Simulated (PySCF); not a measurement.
# Neon: a sound run and one with changed settings

Sound run: Ne [Ne], Ne⁺ [He] 2s2 2p5. All numbers are calculated (PySCF 2.14, the non-relativistic Hamiltonian (point nucleus), in aug-cc-pVDZ (4s3p2d, 23 functions)). The sound run starts from symmetry-adapted Hartree-Fock orbitals and uses a fine grid where one is needed.

Changed run: initial guess minao, at most 50 SCF cycles, level shift 10.0 hartree.

```json
{"species": "Ne", "method": "UHF", "sound run (hartree)": "-128.49635", "changed run (hartree)": "-128.49635", "converged": "no"}
{"species": "Ne", "method": "PBE", "sound run (hartree)": "-128.81376", "changed run (hartree)": "-128.81375", "converged": "no"}
{"species": "Ne", "method": "M06-L", "sound run (hartree)": "-128.91492", "changed run (hartree)": "-128.91491", "converged": "no"}
{"species": "Ne⁺", "method": "UHF", "sound run (hartree)": "-127.76688", "changed run (hartree)": "-127.76688", "converged": "no"}
{"species": "Ne⁺", "method": "PBE", "sound run (hartree)": "-128.01451", "changed run (hartree)": "-128.01451", "converged": "no"}
{"species": "Ne⁺", "method": "M06-L", "sound run (hartree)": "-128.11878", "changed run (hartree)": "-128.11878", "converged": "no"}
```

A level shift slows the SCF but leaves a converged energy unchanged.
